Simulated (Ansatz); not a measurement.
A nudged elastic band was laid between two geometries of ClH + H4OSi (8 atoms, charge 0, multiplicity 1).

The calculation used RKS revPBE/def2-SVP (Ansatz 0.2.0).

- movable images: 6
- climbing image: no
- spring: 5.0 eV/Å²
- optimiser: quadratic models (default)
- start path: through a guess of the saddle point
- force threshold: 0.05 eV/Å
- iteration limit: 60
- end points: relaxed

First end point:

```xyz
8
Properties=species:S:1:pos:R:3
Si -0.233 0.269 -0.114
O 0.023 -0.126 1.530
H -0.786 -0.216 2.066
H 1.138 0.425 -0.693
H -1.004 1.558 -0.222
H -0.992 -0.814 -0.833
Cl 1.779 -2.730 1.966
H 1.110 -1.597 1.874
```

Last end point:

```xyz
8
Properties=species:S:1:pos:R:3
Si 0.434 -0.111 -0.440
O -0.678 -0.353 2.548
H -1.190 -1.173 2.408
H 0.968 0.011 -1.840
H 0.441 1.231 0.218
H -0.931 -0.726 -0.494
Cl 1.756 -1.410 0.569
H 0.234 -0.700 2.605
```

Q: What changes between the two ends?

A: Bonds broken: Si1–O2, Cl7–H8. Bonds formed: Si1–Cl7, O2–H8. ClH + H4OSi becomes ClH3Si + H2O.

Q: What energy profile does the band end with?

A: The run converged. The highest image is number 2 of 0 to 7, 73.8 kJ/mol above the first end and 78.0 kJ/mol above the last; the last end lies 4.2 kJ/mol below the first. The profile has 2 maxima (images 2, 5) with wells between them (image 4): this band takes more than one step, which may be the mechanism or a detour left from its start path. No image climbed, so the highest image needn't sit at the top of the path. The orbitals stay closed-shell, which can raise the energy where a bond breaks towards radicals; this wasn't checked here.

```
image  path coordinate (Å)  energy (kJ/mol)  Si1–O2 (Å)  Cl7–H8 (Å)  Si1–Cl7 (Å)
    0                 0.00              0.0        1.71        1.32         4.17
    1                 1.24             17.2        1.74        1.35         3.22
    2                 2.48             73.8        2.11        2.04         2.33
    3                 3.72              6.6        2.94        2.35         2.12
    4                 4.96              2.1        3.79        2.80         2.10
    5                 6.19              4.0        3.78        2.71         2.11
    6                 7.43              1.7        3.58        2.66         2.11
    7                 8.67             -4.2        3.20        2.64         2.11
```

Q: What is the geometry of the highest image?

A: 
```xyz
8
Properties=species:S:1:pos:R:3:forces:R:3
Si 0.109 -0.286 -0.092 0.03 -0.08 -0.05
O 0.180 0.007 1.994 0.01 0.07 0.07
H -0.730 0.070 2.350 0.03 0.01 0.06
H 1.328 0.404 -0.617 0.01 -0.01 -0.01
H -0.931 0.830 0.059 0.02 -0.14 0.08
H -0.624 -1.163 -1.069 0.03 0.01 -0.16
Cl 1.161 -2.186 0.746 -0.10 0.05 -0.10
H 0.540 -0.906 2.203 -0.02 0.09 0.12
```

The run took 3.9 min on 2 threads of Arm Neoverse V1, on a shared host, peak memory 0.16 GiB.
